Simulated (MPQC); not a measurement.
**AlHO2 (SMILES [O]=[Al][OH]) at B3LYP/6-31++G**

Aim: the energy change on altering one bond length of AlHO2 at B3LYP/6-31++G, from 2 runs. 

The results are computed with MPQC 2.3.1.

5 further runs of the same task are left out: 3 that didn't finish, 2 set aside as unsound or not needed.

## 1. The molecule

AlHO2: 4 atoms, total charge 0, spin state singlet. As SMILES, `[O]=[Al][OH]`. Geometry: a GFN2-xTB relaxation, a rough one for these elements and not checked as a minimum.

Bond lengths: O1–Al2 1.572 Å, Al2–O3 1.628 Å, O3–H4 0.949 Å. Angles: O1–Al2–O3 180.0°, Al2–O3–H4 179.6°.

## 2. A single-point energy at B3LYP/6-31++G

Input file job.in:

```
% AlHO2 KS
checkpoint: no
molecule:
  O  -1.605830 -1.403740 -0.651200
  Al -0.474020 -0.415070 -0.191330
  O  0.698750 0.609040 0.285100
  H  1.381100 1.209770 0.557430
basis: 6-31++G
symmetry: auto
method: KS (xc = B3LYP grid = medium)
memory: 1000000000
```

Command:

```console
$ mpqc job.in > job.out
```

Log:

```text
MPQC: Massively Parallel Quantum Chemistry
                                   Version 2.3.1

  Using IntegralV3 by default for molecular integrals evaluation

  Molecule: setting point group to c2v

      CLSCF::init: total charge = 0

      Starting from core Hamiltonian guess

      Using symmetric orthogonalization.
      n(basis):            12     0     4     4
      Maximum orthogonalization residual = 1.88307
      Minimum orthogonalization residual = 0.267422
      docc = [ 9 0 3 3 ]
      nbasis = 20

  CLSCF::init: total charge = 0

  Projecting guess wavefunction into the present basis set

      SCF::compute: energy accuracy = 1.0000000e-06

      nuclear repulsion energy =   87.5524759522

      integral intermediate storage = 40616 bytes
      integral cache = 999956024 bytes
      Beginning iterations.  Basis is STO-3G.
      iter     1 energy = -386.3946889249 delta = 4.93414e-01
      iter     2 energy = -387.0976396132 delta = 1.15818e-01
      iter     3 energy = -387.1486896828 delta = 4.92501e-02
      iter     4 energy = -387.1777238580 delta = 3.15189e-02
      iter     5 energy = -387.1842927796 delta = 1.37856e-02
      iter     6 energy = -387.1857057272 delta = 7.96094e-03
      iter     7 energy = -387.1861554158 delta = 7.25200e-03
      iter     8 energy = -387.1861259179 delta = 2.84694e-04
      iter     9 energy = -387.1861264319 delta = 6.05547e-05
      iter    10 energy = -387.1861260208 delta = 5.69902e-06
      iter    11 energy = -387.1861260190 delta = 1.29574e-06

      HOMO is     3  B1 =  -0.220952
      LUMO is    10  A1 =   0.337150

      total scf energy = -387.1861260190

      Projecting the guess density.

        The number of electrons in the guess density = 30
        Using symmetric orthogonalization.
        n(basis):            26     0    10    10
        Maximum orthogonalization residual = 5.85147
        Minimum orthogonalization residual = 0.00112012
        The number of electrons in the projected density = 29.8789

  docc = [ 9 0 3 3 ]
  nbasis = 46

  Molecular formula HAlO2

  The following keywords in "job.in" were ignored:
    mpqc:mole:guess_wavefunction:multiplicity
    mpqc:mole:multiplicity

  MPQC options:
    matrixkit     = <ReplSCMatrixKit>
    restart       = no
    checkpoint    = no
    savestate     = no
    do_energy     = yes
    do_gradient   = no
    optimize      = no
    write_pdb     = no
    print_mole    = yes
    print_timings = yes

  SCF::compute: energy accuracy = 1.0000000e-06

  nuclear repulsion energy =   87.5524759522

  integral intermediate storage = 116972 bytes
  integral cache = 999865732 bytes
  Beginning iterations.  Basis is 6-31++G.
  Integrated electron density error = 0.000480019937
  iter     1 energy = -393.0208121212 delta = 2.22756e-01
  Integrated electron density error = -0.000191109406
  iter     2 energy = -392.6230406021 delta = 8.73581e-02
  Integrated electron density error = -0.000247399857
  iter     3 energy = -392.5837325329 delta = 8.17711e-02
  Integrated electron density error = -0.000215386221
  iter     4 energy = -393.3099620824 delta = 3.01487e-02
  Integrated electron density error = -0.000200523245
  iter     5 energy = -393.4472931489 delta = 1.63322e-02
  Integrated electron density error = -0.000196057785
  iter     6 energy = -393.4472456902 delta = 9.12794e-03
  Integrated electron density error = 0.000064160107
  iter     7 energy = -393.4567014051 delta = 4.66009e-03
  Integrated electron density error = 0.000064214832
  iter     8 energy = -393.4567447613 delta = 2.37867e-04
  Integrated electron density error = 0.000064252193
  iter     9 energy = -393.4567481650 delta = 9.54073e-05
  Integrated electron density error = 0.000064251180
  iter    10 energy = -393.4567481930 delta = 7.97836e-06
  Integrated electron density error = 0.000064252530
  iter    11 energy = -393.4567481975 delta = 3.88968e-06

  HOMO is     3  B2 =  -0.280554
  LUMO is    10  A1 =  -0.101110

  total scf energy = -393.4567481975
Value of the MolecularEnergy: -393.4567481975

  Closed Shell Kohn-Sham (CLKS) Parameters:
    Function Parameters:
      value_accuracy    = 7.364848e-08 (1.000000e-06) (computed)
      gradient_accuracy = 0.000000e+00 (1.000000e-06)
      hessian_accuracy  = 0.000000e+00 (1.000000e-04)

    Molecule:
      Molecular formula: HAlO2
      molecule<Molecule>: (
        symmetry = c2v
        symmetry_frame = [
          [ -0.6578773567306516 -0.2203731870822930  0.7201618164803544]
          [  0.7531250782579818 -0.1925025921953779  0.6290829583584099]
          [ -0.0000000000000000  0.9562313582043065  0.2926116702846065]]
        unit = "angstrom"
        {  n atoms                        geometry                     }={
           1     O [   -1.1738740113    -1.0254141762    -0.4769611875]
           2    Al [   -0.0420640113    -0.0367441762    -0.0170911875]
           3     O [    1.1305346413     0.9875559359     0.4593518042]
           4     H [    1.8139670221     1.5845546300     0.7370397986]
        }
      )
      Atomic Masses:
         15.99491   26.98154   15.99491    1.00783

    Electronic basis:
      GaussianBasisSet:
        nbasis = 46
        nshell = 16
        nprim  = 44
        name = "6-31++G"
    Natural Population Analysis:
       n   atom    charge     ne(S)     ne(P)
        1    O   -1.271734  3.909232  5.362502
        2   Al    1.989889  4.364284  6.645827
        3    O   -1.270093  3.737630  5.532463
        4    H    0.551938  0.448062

    SCF Parameters:
      maxiter = 100
      density_reset_frequency = 10
      level_shift = 0.000000

    CLSCF Parameters:
      charge = 0
      ndocc = 15
      docc = [ 9 0 3 3 ]

    Functional:
      Standard Density Functional: B3LYP
      Sum of Functionals:
        +0.2000000000000000 Hartree-Fock Exchange
        +0.8000000000000000
          Object of type SlaterXFunctional
        +0.7200000000000000
          Object of type Becke88XFunctional
        +0.1900000000000000
          Object of type VWN1LCFunctional
        +0.8100000000000001
          Object of type LYPCFunctional
    Integrator:
      RadialAngularIntegrator:
        Pruned medium grid employed
                          CPU Wall
mpqc:                    4.90 5.16
  NAO:                   0.01 0.01
  calc:                  4.81 5.06
    vector:              4.81 5.06
      density:           0.00 0.00
      evals:             0.00 0.00
      extrap:            0.01 0.01
      fock:              4.59 4.82
        accum:           0.00 0.00
        init pmax:       0.00 0.00
        integrate:       3.68 3.89
        local data:      0.00 0.00
        setup:           0.01 0.01
        sum:             0.00 0.00
        symm:            0.01 0.01
  input:                 0.08 0.08
    vector:              0.05 0.05
      density:           0.00 0.00
      evals:             0.00 0.00
      extrap:            0.00 0.00
      fock:              0.04 0.04
        accum:           0.00 0.00
        ao_gmat:         0.03 0.03
        init pmax:       0.00 0.00
        local data:      0.00 0.00
        setup:           0.00 0.00
        sum:             0.00 0.00
        symm:            0.01 0.01
```

It took 5.7 s on 1 thread of Intel Xeon at 2.50GHz (Skylake/Cascade Lake), shared host.

## 3. The distorted shape

Input file mol.in:

```
% job: AlHO2
checkpoint: no
symmetry: auto
molecule:
  O       -1.674048      -1.463798      -0.678426
  Al      -0.542238      -0.475128      -0.218556
  O        0.630532       0.548982       0.257874
  H        1.381100       1.209770       0.557430
method: RKS (xc = B3LYP grid = medium)
memory: 1000000000
basis: 6-31++G
```

Command:

```console
$ mpqc -o mol.out mol.in
```

Log:

```text
MPQC: Massively Parallel Quantum Chemistry
                                   Version 2.3.1

  Using IntegralV3 by default for molecular integrals evaluation

  Molecule: setting point group to c2v

      CLSCF::init: total charge = 0

      Starting from core Hamiltonian guess

      Using symmetric orthogonalization.
      n(basis):            12     0     4     4
      Maximum orthogonalization residual = 1.85399
      Minimum orthogonalization residual = 0.267385
      docc = [ 9 0 3 3 ]
      nbasis = 20

  CLSCF::init: total charge = 0

  Projecting guess wavefunction into the present basis set

      SCF::compute: energy accuracy = 1.0000000e-06

      nuclear repulsion energy =   87.0294419268

      integral intermediate storage = 40616 bytes
      integral cache = 999956024 bytes
      Beginning iterations.  Basis is STO-3G.
      iter     1 energy = -386.3668862816 delta = 4.94153e-01
      iter     2 energy = -387.0873289111 delta = 1.15315e-01
      iter     3 energy = -387.1408818682 delta = 4.88152e-02
      iter     4 energy = -387.1692892022 delta = 3.13542e-02
      iter     5 energy = -387.1760576642 delta = 1.40181e-02
      iter     6 energy = -387.1774675029 delta = 7.89810e-03
      iter     7 energy = -387.1779398060 delta = 7.36836e-03
      iter     8 energy = -387.1779145185 delta = 3.90890e-04
      iter     9 energy = -387.1779148283 delta = 6.82088e-05
      iter    10 energy = -387.1779146549 delta = 8.29786e-06
      iter    11 energy = -387.1779146539 delta = 1.96137e-06

      HOMO is     3  B1 =  -0.221907
      LUMO is    10  A1 =   0.323068

      total scf energy = -387.1779146539

      Projecting the guess density.

        The number of electrons in the guess density = 30
        Using symmetric orthogonalization.
        n(basis):            26     0    10    10
        Maximum orthogonalization residual = 5.77548
        Minimum orthogonalization residual = 0.00113083
        The number of electrons in the projected density = 29.879

  docc = [ 9 0 3 3 ]
  nbasis = 46

  Molecular formula HAlO2

  The following keywords in "mol.in" were ignored:
    mpqc:mole:guess_wavefunction:multiplicity
    mpqc:mole:multiplicity

  MPQC options:
    matrixkit     = <ReplSCMatrixKit>
    restart       = no
    checkpoint    = no
    savestate     = no
    do_energy     = yes
    do_gradient   = no
    optimize      = no
    write_pdb     = no
    print_mole    = yes
    print_timings = yes

  SCF::compute: energy accuracy = 1.0000000e-06

  nuclear repulsion energy =   87.0294419268

  integral intermediate storage = 116972 bytes
  integral cache = 999865732 bytes
  Beginning iterations.  Basis is 6-31++G.
  Integrated electron density error = 0.000566607219
  iter     1 energy = -393.0174220282 delta = 2.22549e-01
  Integrated electron density error = -0.000245932321
  iter     2 energy = -392.6084721047 delta = 8.58628e-02
  Integrated electron density error = -0.000268197103
  iter     3 energy = -392.5888731220 delta = 8.06473e-02
  Integrated electron density error = -0.000241390018
  iter     4 energy = -393.3051228925 delta = 2.96861e-02
  Integrated electron density error = -0.000233935486
  iter     5 energy = -393.4402133726 delta = 1.59157e-02
  Integrated electron density error = -0.000228100110
  iter     6 energy = -393.4401644175 delta = 9.13028e-03
  Integrated electron density error = 0.000063088988
  iter     7 energy = -393.4497668836 delta = 4.69382e-03
  Integrated electron density error = 0.000063155951
  iter     8 energy = -393.4498164143 delta = 2.59875e-04
  Integrated electron density error = 0.000063193716
  iter     9 energy = -393.4498195108 delta = 8.49216e-05
  Integrated electron density error = 0.000063193328
  iter    10 energy = -393.4498195459 delta = 8.23383e-06
  Integrated electron density error = 0.000063194614
  iter    11 energy = -393.4498195498 delta = 3.58719e-06

  HOMO is     3  B2 =  -0.279557
  LUMO is    10  A1 =  -0.103759

  total scf energy = -393.4498195498
Value of the MolecularEnergy: -393.4498195498

  Closed Shell Kohn-Sham (CLKS) Parameters:
    Function Parameters:
      value_accuracy    = 1.257400e-07 (1.000000e-06) (computed)
      gradient_accuracy = 0.000000e+00 (1.000000e-06)
      hessian_accuracy  = 0.000000e+00 (1.000000e-04)

    Molecule:
      Molecular formula: HAlO2
      molecule<Molecule>: (
        symmetry = c2v
        symmetry_frame = [
          [ -0.6578773567306515 -0.2203731870822931  0.7201618164803545]
          [  0.7531250782579817 -0.1925025921953780  0.6290829583584100]
          [ -0.0000000000000000  0.9562313582043065  0.2926116702846067]]
        unit = "angstrom"
        {  n atoms                        geometry                     }={
           1     O [   -1.1750220895    -1.0264170569    -0.4774276674]
           2    Al [   -0.0432120895    -0.0377470569    -0.0175576674]
           3     O [    1.1293865632     0.9865530552     0.4588853242]
           4     H [    1.8811450945     1.6432366922     0.7643351752]
        }
      )
      Atomic Masses:
         15.99491   26.98154   15.99491    1.00783

    Electronic basis:
      GaussianBasisSet:
        nbasis = 46
        nshell = 16
        nprim  = 44
        name = "6-31++G"
    Natural Population Analysis:
       n   atom    charge     ne(S)     ne(P)
        1    O   -1.271293  3.909238  5.362055
        2   Al    1.996019  4.362807  6.641174
        3    O   -1.304806  3.768363  5.536443
        4    H    0.580079  0.419921

    SCF Parameters:
      maxiter = 100
      density_reset_frequency = 10
      level_shift = 0.000000

    CLSCF Parameters:
      charge = 0
      ndocc = 15
      docc = [ 9 0 3 3 ]

    Functional:
      Standard Density Functional: B3LYP
      Sum of Functionals:
        +0.2000000000000000 Hartree-Fock Exchange
        +0.8000000000000000
          Object of type SlaterXFunctional
        +0.7200000000000000
          Object of type Becke88XFunctional
        +0.1900000000000000
          Object of type VWN1LCFunctional
        +0.8100000000000001
          Object of type LYPCFunctional
    Integrator:
      RadialAngularIntegrator:
        Pruned medium grid employed
                          CPU Wall
mpqc:                    4.57 4.60
  NAO:                   0.01 0.01
  calc:                  4.47 4.50
    vector:              4.47 4.50
      density:           0.00 0.00
      evals:             0.00 0.00
      extrap:            0.01 0.01
      fock:              4.26 4.29
        accum:           0.00 0.00
        init pmax:       0.00 0.00
        integrate:       3.44 3.46
        local data:      0.00 0.00
        setup:           0.01 0.01
        sum:             0.00 0.00
        symm:            0.01 0.01
  input:                 0.08 0.08
    vector:              0.05 0.05
      density:           0.00 0.00
      evals:             0.00 0.00
      extrap:            0.00 0.00
      fock:              0.04 0.04
        accum:           0.00 0.00
        ao_gmat:         0.03 0.03
        init pmax:       0.00 0.00
        local data:      0.00 0.00
        setup:           0.00 0.00
        sum:             0.00 0.00
        symm:            0.01 0.01
```

It took 5.1 s on 1 thread of Intel Xeon at 2.50GHz (Skylake/Cascade Lake), shared host.

## 4. Results

At B3LYP/6-31++G:

```
                                                         quantity          value
                                        first shape: total energy  -393.45675 Eh
                                         first shape: HOMO energy       -7.63 eV
                                         first shape: LUMO energy       -2.75 eV
                                       first shape: HOMO–LUMO gap        4.88 eV
                                    distorted shape: total energy  -393.44982 Eh
                                     distorted shape: HOMO energy       -7.61 eV
                                     distorted shape: LUMO energy       -2.82 eV
                                   distorted shape: HOMO–LUMO gap        4.78 eV
energy change with the O3–H4 bond stretched from 0.949 to 1.044 Å       0.189 eV
```

**Reading.** With the O3–H4 bond stretched from 0.949 to 1.044 Å the energy rises by 0.19 eV (18.2 kJ/mol). The first shape isn't relaxed at this level, so the change isn't measured from a minimum.
